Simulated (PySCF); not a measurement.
Molecule: Lithium Amide, H2LiN.

Numbering as in the mapped SMILES `[Li:1][NH2:2]` (H(Xn): hydrogen on atom n).

Spin–spin couplings on one PBE0-D3(BJ)/def2-SVP geometry, PySCF 2.14.0 with density-fitted response routines, gas phase, non-relativistic, equivalent pairs averaged; isotopes $^{7}$Li, $^{15}$N, $^{1}$H; functional B3LYP.

How do the couplings (Hz) change with the basis set? Times are CPU seconds on shared hosts with different chips, so compare them loosely. Far from the basis limit: pcJ-0, 6-31G*, def2-TZVP, cc-pVTZ.

Results:


```
basis set  functions  $^{1}J$(Li1,N2)  $^{1}J$(N2,H(N2))  $^{2}J$(Li1,H(N2))  $^{2}J$(H(N2),H(N2))  core-s
    pcJ-0         26            -60.1              -40.7                10.2                  -9.9    0.55
   6-31G*         32            -33.4              -57.0                 7.9                 -12.8     0.9
def2-TZVP         57            -51.5              -54.1                 4.6                 -12.2     1.1
    pcJ-1         58            -51.5              -58.4                 5.8                 -12.2    0.92
  cc-pVTZ         88            -47.6              -49.1                 4.5                 -11.5     1.3
    pcJ-2        116            -50.9              -59.0                 5.3                 -12.0     1.7
```

The Fermi-contact term samples the wavefunction at the nucleus, which is why sets with added tight s functions (names with J) are made for couplings.
